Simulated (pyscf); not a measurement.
Substitution at C: H₃C–AlH–CH₃ (SMILES [CH3][AlH][CH3]) + H• (SMILES [H]) → CH₄ (SMILES C) + [H₃C–AlH]• (SMILES [CH3][AlH])

Gas phase, doublet surface, charge 0. Bonds broken: C1–Al2. Bonds formed: C1–H11. Structures and frequencies: ωB97X-D3(BJ)/def2-SVP in PySCF.

Transition state (Å):

```xyz
11

C     -2.1021    -0.4479     0.1531
Al    -0.0695    -0.3868    -0.3566
C      1.1336     0.6082     0.8359
H     -2.3146     0.5652     0.5002
H     -2.6045    -0.8342    -0.7354
H     -1.6778    -1.1785     0.8736
H      0.4651    -1.6805    -1.1270
H      2.0146     0.9784     0.2827
H      0.6569     1.4748     1.3225
H      1.5239    -0.0509     1.6325
H     -3.3400    -0.8901     0.9587
```

One imaginary mode, 1821i cm⁻¹; descent along it reached the two sides named.

```json
[
 {"bond": "C1–Al2", "change": "breaks", "reactant side (Å)": "1.959", "saddle": "2.096", "product side": "3.1"},
 {"bond": "C1–H11", "change": "forms", "reactant side (Å)": "3.8", "saddle": "1.542", "product side": "1.099"}
]
```

Electronic energies relative to the separated reactants (kcal/mol):

| level | barrier | reaction energy | reverse barrier |
|---|---|---|---|
| ωB97X-D3(BJ)/def2-TZVP | 24.2 | -24.0 | 48.3 |
| PBE/def2-TZVP | 12.2 | -28.0 | 40.2 |
| r²SCAN/def2-TZVP | 12.7 | -28.3 | 41.0 |
| B3LYP-D3(BJ)/def2-TZVP | 16.0 | -29.2 | 45.2 |
| PBE0-D3(BJ)/def2-TZVP | 16.8 | -26.8 | 43.6 |
| M06-2X/def2-TZVP | 20.8 | -26.8 | 47.5 |
| ωB97M-D3(BJ)/def2-TZVP | 22.7 | -24.6 | 47.4 |
| HF/def2-TZVP | 37.9 | -26.5 | 64.4 |

With ωB97M-D3(BJ)/def2-TZVP energies and thermal terms (ideal gas, 1 atm, RRHO with modes under 100 cm⁻¹ raised to 100, one conformer, R ln 2 for chiral ones without a mode under 150 cm⁻¹), in kcal/mol:

```json
[
 {"T (K)": "298", "ΔH‡": "23.5", "ΔG‡": "30.7", "ΔH": "-20.2", "ΔG": "-22.1"},
 {"T (K)": "600", "ΔH‡": "22.8", "ΔG‡": "38.2", "ΔH": "-21.9", "ΔG": "-23.3"},
 {"T (K)": "900", "ΔH‡": "22.3", "ΔG‡": "46.1", "ΔH": "-23.6", "ΔG": "-23.7"},
 {"T (K)": "1200", "ΔH‡": "21.9", "ΔG‡": "54.1", "ΔH": "-25.1", "ΔG": "-23.5"}
]
```

The same reactants have a lower exit, to [H₃C–Al–CH₃]• + H₂ (barrier +2.7 kcal/mol at ωB97M-D3(BJ)/def2-TZVP, against +22.7 kcal/mol here). One saddle was located; it need not be the lowest between these sides. The angle at the attacked C is 156°.
